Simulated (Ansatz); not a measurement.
## RbAl3: from a trial structure to a relaxed crystal

The calculation used Ansatz 0.2.0, DFT PBE, scalar-relativistic, plane waves, PAW. Cutoff 420 eV, Γ-centred k mesh, Gaussian smearing, no spin polarisation in the final step.

The start puts RbAl3 on the TiAl3 (D0_22) structure type (I4/mmm, No. 139), with Rb in place of Ti, at a guessed volume.

```yaml
crystal:
  lattice:
    - [-2.13136, 2.13136, 4.76096]
    - [2.13136, -2.13136, 4.76096]
    - [2.13136, 2.13136, -4.76096]
  atoms:
    - { symbol: Rb, position: [0.00000, 0.00000, 0.00000] }
    - { symbol: Al, position: [0.50000, 0.50000, 0.00000] }
    - { symbol: Al, position: [0.25000, 0.75000, 0.50000] }
    - { symbol: Al, position: [0.75000, 0.25000, 0.50000] }
```

Cell and atoms relax at zero pressure; the relaxation can't lower the symmetry of the start. After a coarse first stage the cell is made exact in the group found at 0.06 Å.

Formation energies are uncorrected and refer to the elements' standard structures at the same level.

Problem. Which crystal results?

Solution. It ends in Fm-3m (No. 225). The result has the BiF3 (D0_3) structure. Conventional cell: a = 7.262 Å. Rb has 8 Al at 3.14 Å and 6 Al at 3.63 Å; Al on Wyckoff site b (1 atom of the primitive cell) has 8 Al at 3.14 Å and 6 Rb at 3.63 Å; Al on Wyckoff site c (2 atoms of the primitive cell) has 4 Rb at 3.14 Å, 4 Al at 3.14 Å and 6 Al at 3.63 Å.

Space group Fm-3m (No. 225). a = 7.262 Å, b = 7.262 Å, c = 7.262 Å, α = 90.00°, β = 90.00°, γ = 90.00°
```
atom site symmetry x y z
  Rb    4a m-3m  0.0000  0.0000  0.0000
  Al    4b m-3m  0.5000  0.0000  0.0000
  Al    8c      -43m  0.2500  0.2500  0.7500
```

Problem. What are its volume, energy, density and gap?

Solution. The volume per atom is 23.94 Å³, the density is 2.89 g/cm³ and the energy over the elements is 0.54 eV/atom. The gap on the 14×14×14 mesh is 0 eV (a metal).

The final run used a 14×14×14 mesh on its 4-atom cell and 0.10 eV smearing. The k mesh leaves about 4 meV/atom of noise in metals. A structure relaxed within its symmetry needn't be a true minimum.

Cost: 3 runs of about 2 core-minutes in all, on Arm Neoverse V1 (shared hosts).